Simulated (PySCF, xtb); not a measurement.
CH5N, SMILES CN.

xtb with GFN2-xTB at its own geometry gives an orbital gap of 11.55 eV and a dipole moment of 1.46 D.

The structure is a stationary point at B3LYP-D3(BJ)/def2-TZVP.

Problem. What does PySCF with r2SCAN/def2-TZVPD give? (The exact figures need the calculation; the answer reports its results.)

Solution. gap 6.24 eV (levels -5.65 and 0.59 eV), dipole 1.27 D.
